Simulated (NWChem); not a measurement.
## Correlation energy of ethanethiol (C2H6S)

```
C
H 1 1.1012
H 1 1.1017 2 106.67
C 1 1.5243 2 111.43 3 -121.08
H 4 1.1008 1 111.12 2 179.24
H 4 1.1022 5 107.73 1 -122.12
H 4 1.1035 5 108.36 6 -116.19
S 1 1.8391 2 108.95 3 111.50
H 8 1.3539 1 96.67 2 60.82
```
Charge 0, spin multiplicity 1.

Everything below was run with NWChem. All single points use one geometry, from B3LYP/def2-SVP, a minimum by its harmonic frequencies. It is one conformer; others weren't searched.

Basis set: def2-SVP. Each correlation energy counts from its own Hartree-Fock reference.

The correlated methods keep 7 core orbitals frozen. Coupled-cluster values serve here as a point of comparison, not as the truth.

Task: Order these methods by the correlation energy they give, lowest first: MP2, SCS-MP2, CCSD, CCSD+T(CCSD).

Result: CCSD+T(CCSD) (-489.0 mHa), CCSD (-475.4 mHa), SCS-MP2 (-431.2 mHa), MP2 (-427.9 mHa)
